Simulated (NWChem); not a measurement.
**BF2 (SMILES F[B]F) at UHF/cc-pVTZ (tol2e 1e-05)**

What is the vertical ionisation energy of BF2 at UHF/cc-pVTZ (tol2e 1e-05)? 

Program for the calculation: NWChem 7.3.0.

2 further runs of the same task are left out: 2 that didn't finish.

**1. The molecule**

BF2 has 3 atoms, charge 0, and is taken as a doublet. SMILES: `F[B]F`. The coordinates come from a PBE0-D4/def2-TZVP relaxation.

Bond lengths: F1–B2 1.306 Å, B2–F3 1.306 Å. Angles: F1–B2–F3 121.1°.

**2. A single-point energy at UHF/cc-pVTZ (tol2e 1e-05)**

Contents of geom.nw:

```
start geom
title "BF2 energy"
memory stack 880 mb heap 220 mb global 1100 mb

geometry units angstrom noautosym nocenter noautoz
  F        0.513100      -1.044300       0.160000
  B        0.279000       0.240500       0.181300
  F       -0.802900       0.738900      -0.354600
end

basis spherical bse
  * library cc-pVTZ
end

scf
  doublet
  uhf
  thresh 1e-08
  maxiter 80
  tol2e 1e-05
  noprint "final vectors analysis"
end

task scf energy
```

On the command line:

```bash
$ nwchem geom.nw > geom.out
```

What it wrote, shortened:

```text
[...]
  functions       =    90
[...]
  wavefunction    = UHF
[...]
         Total SCF energy =   -223.707287631098
      One electron energy =   -421.309672070748
      Two electron energy =    142.300096136146
 Nuclear repulsion energy =     55.302288303504
                       Sz =      0.5000
                 Sz(Sz+1) =      0.7500
                      S^2 =      0.7522
[...]
```

Run time: 33 s. Hardware: 1 thread of Intel Xeon Platinum 8259CL at 2.50GHz (Skylake/Cascade Lake), shared host; peak memory 0.1 GiB.

**3. The singlet cation**

Contents of m1.nw:

```
start m1
title "BF2 hf"
memory stack 880 mb heap 220 mb global 1100 mb
charge 1

geometry noautosym nocenter noautoz
  F      0.513100    -1.044300     0.160000
  B      0.279000     0.240500     0.181300
  F     -0.802900     0.738900    -0.354600
end

basis spherical bse
  * library cc-pVTZ
end

scf
  thresh 1e-08
  maxiter 80
  tol2e 1e-05
  noprint "final vectors analysis"
end

task scf energy
```

On the command line:

```bash
$ nwchem m1.nw > m1.out
```

What it wrote, shortened:

```text
[...]
  functions       =    90
[...]
  wavefunction    = RHF
[...]
         Total SCF energy =   -223.324814421060
      One-electron energy =   -413.582028070774
      Two-electron energy =    134.954925346209
 Nuclear repulsion energy =     55.302288303504
        Time for solution =     25.5s
[...]
```

Run time: 27 s. Hardware: 1 thread of Intel Xeon Platinum 8259CL at 2.50GHz (Skylake/Cascade Lake), shared host; peak memory 0.099 GiB.

**4. Results**

Level: UHF/cc-pVTZ (tol2e 1e-05).

| quantity | value |
| --- | --- |
| doublet BF2: total energy | -223.70729 Eh |
| doublet BF2: dipole moment | 0.59 D |
| doublet BF2: ⟨S²⟩ | 0.752 |
| singlet cation: total energy | -223.32481 Eh |
| vertical ionisation energy (to the singlet cation) | 10.408 eV |

In words: Removing an electron at fixed nuclei costs 10.41 eV (1004 kJ/mol). Only the singlet of the ionised species was computed; a triplet could lie lower.
